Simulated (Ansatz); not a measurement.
# C2Cl4: a ladder of functionals and wavefunction methods

Aim: compute C2Cl4 with functionals from several rungs and with coupled cluster. The yardstick is the atomisation energy at the CCSD(T) limit.

Program: Ansatz 0.2.0, Gaussian basis. Level of theory: functionals in def2-TZVPP, the program's frozen cores in correlated methods. These are calculated values, not measurements.

Plan: LDA (SPW92), PBE-D4, revPBE-D4, BLYP-D4, r2SCAN-D4, B97M-V, PBE0-D4, B3LYP-D4, r2SCANh-D4, r2SCAN0-D4, HSE06-D4, BHLYP-D4, CAM-B3LYP-D4, LC-ωPBE, ωB97X-V, ωB97M-V, B2PLYP, PBE-QIDH; CCSD(T)/def2-SVP; CCSD(T)/def2-TZVPP; MP2/def2-QZVPP; extrapolation to the limit; RPA on PBE.

## (1) The relaxed structure

An earlier PBE0-D4 in a triple-zeta def2 set relaxation fixed the geometry.

6 atoms, charge 0, spin multiplicity 1.

Atoms are counted from 1 here; the program's logs count them from 0.

Bond lengths: C1–C2 1.339 Å, C1–Cl3 1.703 Å, C1–Cl4 1.703 Å, C2–Cl5 1.703 Å, C2–Cl6 1.703 Å. Angles: C2–C1–Cl3 122.2°, C2–C1–Cl4 122.2°, Cl3–C1–Cl4 115.6°, C1–C2–Cl5 122.2°, C1–C2–Cl6 122.2°, Cl5–C2–Cl6 115.6°.

## (2) LDA

This LDA is Slater exchange with PW92 correlation.

in.yaml reads:

```yaml
crystal:
  periodic: [false, false, false]
  atoms:
    - {symbol: C, position_ang: [-0.000000, -0.000000, 0.669471]}
    - {symbol: C, position_ang: [-0.000000, 0.000000, -0.669471]}
    - {symbol: Cl, position_ang: [0.000000, 1.441213, 1.577053]}
    - {symbol: Cl, position_ang: [0.000000, -1.441213, 1.577053]}
    - {symbol: Cl, position_ang: [0.000000, -1.441213, -1.577053]}
    - {symbol: Cl, position_ang: [0.000000, 1.441213, -1.577053]}
basis:
  gaussian: {orbitals: def2-TZVPP}
hamiltonian: {xc: lda}
output: {orbitals: {seedname: orbitals}}
```

Started as:

```console
$ ansatz run in.yaml --threads 4 --pin off --events-out ev --progress --plain --max-ram 10444MiB
```

The runs that follow: PBE-D4 (GGA); revPBE-D4 (GGA); BLYP-D4 (GGA); r2SCAN-D4 (meta-GGA); B97M-V (meta-GGA); PBE0-D4 (hybrid); B3LYP-D4 (hybrid); r2SCANh-D4 (hybrid); r2SCAN0-D4 (hybrid); HSE06-D4 (hybrid); BHLYP-D4 (hybrid); CAM-B3LYP-D4 (range-separated); LC-ωPBE (range-separated); ωB97X-V (range-separated); ωB97M-V (range-separated); B2PLYP (double hybrid); PBE-QIDH (double hybrid); CCSD(T) in def2-SVP; CCSD(T) in def2-TZVPP; MP2 in def2-QZVPP; RPA on PBE orbitals.

**Question.** What will the summary of the whole plan be? Wanted: atomisation energy, CCSD(T)/CBS; farthest beyond LDA; mean size of error, GGA; mean size of error, meta-GGA; mean size of error, hybrid; mean size of error, range-separated; mean size of error, double hybrid; gap, smallest and largest; T1 diagnostic.

The runs gave:

| quantity | value |
| --- | --- |
| atomisation energy, CCSD(T)/CBS | 1963.5 kJ/mol |
| functionals within 9.8 kJ/mol (0.5 %) | BLYP-D4, LC-ωPBE |
| farthest beyond LDA | PBE-D4 (+161.7 kJ/mol) |
| mean size of error, GGA | 82.6 kJ/mol |
| mean size of error, meta-GGA | 42.2 kJ/mol |
| mean size of error, hybrid | 59.6 kJ/mol |
| mean size of error, range-separated | 17.1 kJ/mol |
| mean size of error, double hybrid | 35.6 kJ/mol |
| gap, smallest and largest | 4.14 eV (LDA (SPW92)), 10.98 eV (LC-ωPBE) |
| T1 diagnostic | 0.0105 |
| triples share of the correlation energy | 4.8 % |

The LDA atomisation energy is off by 508.8 kJ/mol (26 %): it overbinds. PBE-D4 misses by +161.7 kJ/mol. Double hybrids carry the basis error of their MP2 part in triple zeta, and no dispersion term here, so their miss is partly the set-up's. Taken by rung, range-separated functionals do best (17.1 kJ/mol on average) and GGA ones worst beyond LDA (82.6 kJ/mol). RPA and LDA stand outside this count. The reference freezes the cores and leaves out relativity and excitations past (T), so misses under about 9.8 kJ/mol can't be ranked. Hartree-Fock recovers 62 % of the binding; the rest is correlation. CCSD(T) in def2-SVP is off by -162.5 kJ/mol, more than most functionals: a good method in a small basis is no reference. Orbital gaps span 4.1 to 11.0 eV; exact exchange widens them. The restricted reference is unstable towards a spin-broken one.
